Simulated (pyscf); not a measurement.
PySCF, gas phase, ωB97X-D3(BJ)/def2-SVP geometries. MP2 and CC: frozen core, UHF for open shells. ΔMP2 is the change of the MP2 total energy from the triple- to the quadruple-zeta basis.

Estimate by transition-state theory (the high-pressure limit) the rate constant of H₃C–CH₂–CH₃ (SMILES CCC) -> H₂C=CH₂ (SMILES C=C) + CH₄ (SMILES C) (singlet surface; C–C, C–H broken, C–H formed) at 900 K, with CCSD(T)/def2-TZVPP + ΔMP2(QZVPP) energies (ideal gas, 1 atm, RRHO with modes under 100 cm⁻¹ raised to 100, one conformer, R ln 2 for chiral ones without a mode under 150 cm⁻¹; no tunnelling).

The electronic barrier is 103.0 kcal/mol and the thermal terms add -6.5, so ΔG‡ = 96.5 kcal/mol. With k_BT/h = 1.88e+13 s⁻¹ and RT = 1.788 kcal/mol, k = 7.0e-11 s⁻¹. Wigner's tunnelling factor for 1195i cm⁻¹ would be 1.15. A shift of 1 kcal/mol in the barrier changes k by a factor 1.7. On the reactant side the descent ends in a point that may be a rotor saddle (no frequency run), 3.0 kcal/mol over the lowest minimum found and 111.7 kcal/mol under the saddle at ωB97X-D3(BJ)/def2-TZVP. At ωB97X-D3(BJ)/def2-TZVP the barrier from the zero used here is 114.6 kcal/mol. The same reactants have a lower exit, to CH₃• + •H₂C–CH₃ (no saddle counted: cutting one bond costs +96.0 kcal/mol at ωB97M-D3(BJ)/def2-TZVP, against +110.2 kcal/mol here). This is the saddle that the search found; another between the same sides may lie lower. A restricted solution here is unstable towards spin polarisation, so biradical character is likely and single-reference numbers are less safe. The CCSD(T) − MP2 part came from Ansatz, without density fitting, on the same reference.
